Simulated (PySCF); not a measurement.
Simulated outer-valence photoelectron spectrum of `F[c+]1sccs1`. Computed with EOM-IP-CCSD/aug-cc-pVDZ in PySCF, restricted Hartree–Fock reference, frozen core, non-relativistic, gas phase, PBE0-D3(BJ)/def2-SVP geometry.

Each root has a Gaussian of 0.6 eV full width with its one-hole share as area; cross sections and vibrations are left out, and the highest printed point is 100.

(ionisation energy (eV), intensity): (14.6, 0), (14.7, 0), (14.8, 1), (14.9, 3), (15.0, 6), (15.1, 12), (15.2, 21), (15.3, 30), (15.4, 37), (15.5, 39), (15.6, 36), (15.7, 28), (15.8, 20), (15.9, 14), (16.0, 12), (16.1, 15), (16.2, 23), (16.3, 31), (16.4, 37), (16.5, 38), (16.6, 34), (16.7, 26), (16.8, 17), (16.9, 9), (17.0, 5), (17.1, 2), (17.2, 1), (17.3, 0), (17.4, 0), (17.5, 1), (17.6, 3), (17.7, 7), (17.8, 14), (17.9, 23), (18.0, 32), (18.1, 38), (18.2, 39), (18.3, 34), (18.4, 26), (18.5, 18), (18.6, 12), (18.7, 12), (18.8, 19), (18.9, 33), (19.0, 52), (19.1, 73), (19.2, 91), (19.3, 100), (19.4, 98), (19.5, 86), (19.6, 67), (19.7, 47), (19.8, 29), (19.9, 16), (20.0, 8), (20.1, 3), (20.2, 1), (20.3, 0), (20.4, 0)

Question: Where are the maxima, and how many lines lie under the curve?

Answer: 4 maxima, at 15.5, 16.5, 18.2 and 19.3 eV, from 6 lines. At this width some lines have no maximum of their own.

Question: List the lines with their holes.

Answer: 
```tsv
E (eV)	leading hole (HF orbital)	area	Koopmans (eV)
15.49	HOMO	0.95	15.57
16.47	HOMO-1	0.95	16.93
18.17	HOMO-2	0.95	19.11
19.20	HOMO-3	0.95	20.62
19.30	HOMO-4	0.91	20.63
19.52	HOMO-5	0.94	20.75
```

The widest gap, 1.70 eV, lies between 16.47 and 18.17 eV. Only orbitals with −ε under 21 eV, eight at most, were ionised, so the high end of the curve may lack lines.
